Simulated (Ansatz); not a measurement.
## Rutile PbO₂

Method: PBEsol (Ansatz, a quantum-chemistry and plane-wave program, PAW).

Run with plane-wave cutoff 500 eV, 10×14×1 k mesh (along the axes of the cell as run), Fermi–Dirac smearing 0.05 eV, scalar-relativistic PAW data made under PBE.

Cell: relaxed at this level.

```
Property                              Value
--------------------------------  ---------
surface energy of the (100) face  0.83 J/m²
work function of the (100) face     7.47 eV
```

The slab of 18 atoms is relaxed and unreconstructed.

Spin–orbit coupling is not included; it can shift volumes and moduli of such heavy elements.

Computed values are for the static lattice.

Computing time: about 80 core-minutes (a rough figure).
